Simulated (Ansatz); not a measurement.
**HF/def2-SVPD run of C2H4F2 (1,2-difluoroethane)**

What is the vertical electron affinity of C2H4F2 (1,2-difluoroethane) at HF/def2-SVPD? 

The calculation is run with Ansatz 0.2.0.

28 further runs of the same task are left out: 28 set aside as unsound or not needed.

## Step 1: The structure to begin with

C2H4F2: 8 atoms, total charge 0, spin state singlet. SMILES: `FCCF`. The shape is that of a PBE0-D4/def2-TZVP optimisation. This is one conformer, not always the lowest.

Bond lengths: F1–C2 1.378 Å, C2–C3 1.498 Å, C3–F4 1.378 Å, C2–H5 1.094 Å, C2–H6 1.095 Å, C3–H7 1.095 Å, C3–H8 1.094 Å. Some angles: F1–C2–C3 110.9°, C2–C3–F4 110.9°, F1–C2–H5 108.2°, F1–C2–H6 108.3°, C3–C2–H5 110.5°, C3–C2–H6 109.4°, C2–C3–H7 109.4°, C2–C3–H8 110.5°, F4–C3–H7 108.3°, F4–C3–H8 108.2°.

## Step 2: The energy at HF/def2-SVPD

in.yaml reads:

```yaml
crystal:
  periodic: [false, false, false]
  atoms:
    - {symbol: F, position_ang: [-1.312370, 0.775570, 0.874010]}
    - {symbol: C, position_ang: [-0.115750, 0.716060, 0.193200]}
    - {symbol: C, position_ang: [0.217900, -0.696080, -0.177380]}
    - {symbol: F, position_ang: [-0.618130, -1.153280, -1.172850]}
    - {symbol: H, position_ang: [-0.201180, 1.337840, -0.702830]}
    - {symbol: H, position_ang: [0.670250, 1.117960, 0.841860]}
    - {symbol: H, position_ang: [1.248900, -0.742470, -0.544780]}
    - {symbol: H, position_ang: [0.110390, -1.355610, 0.688780]}
basis:
  gaussian:
    orbitals: def2-SVPD
hamiltonian:
  xc: hf
accuracy: high
output:
  orbitals: {seedname: orbitals}
```

On the command line:

```console
$ ansatz run in.yaml --threads 1 --pin off --max-ram 3480MiB --events-out events.jsonl --progress --plain --runs-dir runs
```

The program printed:

```text
Warning: RAYON_NUM_THREADS=1 ignored (pool sized by the plan → 1); use --threads N
Functional definition: HF
  name "HF"
  exchange = exact_x
  correlation = 0
2408 factors; integrals over basis functions are off by at most 3.2e-9 eV
mean field evaluation 1: about -7528.1443 eV, gradient 3.0e1 eV
mean field evaluation 2: about -7528.1468 eV, gradient 3.0e1 eV
mean field evaluation 4: about -7530.1416 eV, gradient 3.4e0 eV
mean field evaluation 8: about -7530.1730 eV, gradient 3.5e-5 eV
mean field -7530.17299375 eV, -276.7287533856 hartree, gradient 1.1e-8 eV, S^2 0.000000; 0 other end points of the search recorded, 0 dependent functions left out
reference -7530.17299375 eV, -276.7287533856 hartree; 17, 17 occupied and 101, 101 virtual orbitals, 2408 factors
Total energy: -7530.17299375 eV, -276.7287533856 hartree
```

Wall time 1.9 s (1 thread of AMD EPYC 9R45 (Zen 5), shared host); peak memory 0.37 GiB.

## Step 3: The doublet anion, same level

input.yaml reads:

```yaml
crystal:
  periodic: [false, false, false]
  atoms:
    - {symbol: F, position_ang: [-1.312370, 0.775570, 0.874010]}
    - {symbol: C, position_ang: [-0.115750, 0.716060, 0.193200]}
    - {symbol: C, position_ang: [0.217900, -0.696080, -0.177380]}
    - {symbol: F, position_ang: [-0.618130, -1.153280, -1.172850]}
    - {symbol: H, position_ang: [-0.201180, 1.337840, -0.702830]}
    - {symbol: H, position_ang: [0.670250, 1.117960, 0.841860]}
    - {symbol: H, position_ang: [1.248900, -0.742470, -0.544780]}
    - {symbol: H, position_ang: [0.110390, -1.355610, 0.688780]}
basis:
  gaussian:
    orbitals: def2-SVPD
output: {orbitals: {seedname: orbitals}}
hamiltonian:
  xc: hf
accuracy: high
total_charge: -1
magnetization:
  spin_polarized: true
  initial_magnetization: 1
```

On the command line:

```console
$ ansatz run input.yaml --threads 1 --pin off --max-ram 3480MiB --events-out events.jsonl --progress --plain --runs-dir runs
```

The program printed:

```text
Warning: RAYON_NUM_THREADS=1 ignored (pool sized by the plan → 1); use --threads N
Functional definition: HF
  name "HF"
  exchange = exact_x
  correlation = 0
2408 factors; integrals over basis functions are off by at most 3.2e-9 eV
mean field evaluation 1: about -7524.9563 eV, gradient 2.2e1 eV
mean field evaluation 2: about -7524.9585 eV, gradient 2.2e1 eV
mean field evaluation 4: about -7527.6377 eV, gradient 1.7e0 eV
mean field evaluation 8: about -7527.6787 eV, gradient 1.1e-2 eV
mean field evaluation 16: about -7527.4018 eV, gradient 1.1e0 eV
mean field evaluation 32: about -7527.4813 eV, gradient 8.3e-1 eV
mean field evaluation 64: about -7526.0604 eV, gradient 5.2e0 eV
mean field -7527.67872223 eV, -276.6370905979 hartree, gradient 1.9e-8 eV, S^2 0.750867; 2 other end points of the search recorded, 0 dependent functions left out
reference -7527.67872223 eV, -276.6370905979 hartree; 18, 17 occupied and 100, 101 virtual orbitals, 2408 factors
Total energy: -7527.67872223 eV, -276.6370905979 hartree
```

Wall time 4.8 s (1 thread of AMD EPYC 9R45 (Zen 5), shared host); peak memory 0.44 GiB.

## Step 4: What came out

At HF/def2-SVPD:

```
                                         quantity          value
                     singlet C2H4F2: total energy  -276.72875 Eh
                      singlet C2H4F2: HOMO energy      -14.10 eV
                      singlet C2H4F2: LUMO energy        2.56 eV
                    singlet C2H4F2: HOMO–LUMO gap       16.67 eV
                      doublet anion: total energy  -276.63709 Eh
doublet anion: HOMO energy (highest over α and β)        2.41 eV
 doublet anion: LUMO energy (lowest over α and β)        6.62 eV
                              doublet anion: ⟨S²⟩          0.751
vertical electron affinity (to the doublet anion)      -2.494 eV
```

What this shows: The anion lies 2.49 eV (58 kcal/mol) above the neutral: the electron isn't bound at this level, and such a value depends on the basis. Hartree–Fock misses the correlation that binds many anions. The HOMO (doublet anion) lies at positive energy, 2.41 eV: the electron is unbound at this level or held by a compact basis; values depend on the basis.
